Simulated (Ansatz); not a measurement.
# AlH3+ (doublet): from Hartree-Fock to the top rungs at distance Al1–H3 = 2.820 Å, cc-pVDZ

How much of the correlation energy of AlH3+ (doublet) does each wave-function method recover here?

Method: cc-pVDZ, core rule «outside noble gas», up to 5 orbitals frozen; program: Ansatz 0.2.0, Gaussian basis.

To be run: UHF; CCSD(T) on ROHF; CCSD(T) on UHF; BCCD(T) on ROHF; CISD; CCSDT(Q) on ROHF; CCSDT(Q) on UHF; CASSCF and MRCISD+Q, 3 electrons in 3 orbitals; CASSCF and NEVPT2, 3 electrons in 3 orbitals; Full CI.

39 further runs of the same task are left out: 20 for a known fault of the program, 14 that didn't finish, 5 set aside as unsound or not needed.

### 1 What is computed

The geometry derives from a PBE0/def2-TZVP stationary point (not a proven minimum). One bond is set to the value named and the two fragments are kept rigid.

4 atoms, charge 1, spin multiplicity 2.

Atoms are counted from 1 here; the program's logs count them from 0.

Bond lengths: Al1–H2 1.560 Å.

### 2 UHF

in.yaml reads:

```yaml
crystal:
  periodic: [false, false, false]
  atoms:
    - {symbol: Al, position_ang: [0.000000, 0.052559, -0.042064]}
    - {symbol: H, position_ang: [0.000000, 0.221601, -1.593262]}
    - {symbol: H, position_ang: [0.000000, 0.358062, 2.761339]}
    - {symbol: H, position_ang: [0.000000, -1.986613, -0.042064]}
basis:
  gaussian: {orbitals: cc-pVDZ}
total_charge: 1
magnetization: {spin_polarized: true, initial_magnetization: 1}
hamiltonian: {xc: hf}
output: {orbitals: {seedname: orbitals}}
```

On the command line:

```bash
> ansatz run in.yaml --threads 1 --pin off --events-out ev --progress --plain --max-ram 2393MiB
```

After this run come: CCSD(T) on ROHF; CCSD(T) on UHF; BCCD(T) on ROHF; CISD; CCSDT(Q) on ROHF; CCSDT(Q) on UHF; CASSCF and MRCISD+Q, 3 electrons in 3 orbitals; CASSCF and NEVPT2, 3 electrons in 3 orbitals; Full CI.

**Question.** What will the summary of the whole plan be? Wanted: FCI below the RHF energy; RMP2 from FCI; UMP2 from FCI; RCCSD from FCI; RCCSD(T) from FCI; UCCSD(T) from FCI; RCCSDT(Q) from FCI; UCCSDT(Q) from FCI; NEVPT2 pair from FCI.

As calculated:

| quantity | value |
| --- | --- |
| FCI below the RHF energy | -2.4813 eV |
| RMP2 from FCI | +865.9 meV |
| UMP2 from FCI | +824.5 meV |
| RCCSD from FCI | +87.2 meV |
| RCCSD(T) from FCI | +30.9 meV |
| UCCSD(T) from FCI | +44.6 meV |
| RCCSDT(Q) from FCI | -0.1 meV |
| UCCSDT(Q) from FCI | 0.0 meV |
| NEVPT2 pair from FCI | +475.5 meV |
| MRCISD+Q pair from FCI | +8.6 meV |
| levels within 1 kcal/mol (43 meV) | RCCSD(T), BCCD(T), RCCSDT, UCCSDT, RCCSDT(Q), UCCSDT(Q), MRCISD+Q pair |
| T1 diagnostic | 0.074 |
| effectively unpaired electrons | 1.28 |

RCCSD(T) misses by +30.9 meV, 1.2 % of the correlation energy. The occupations show some static correlation. Of the multireference levels listed MRCISD+Q pair comes nearest in total energy (+8.6 meV), which doesn't show that its space is the better one. These misses are within one basis, not against nature; the frozen cores of restricted and unrestricted runs differ, which can shift their rows.
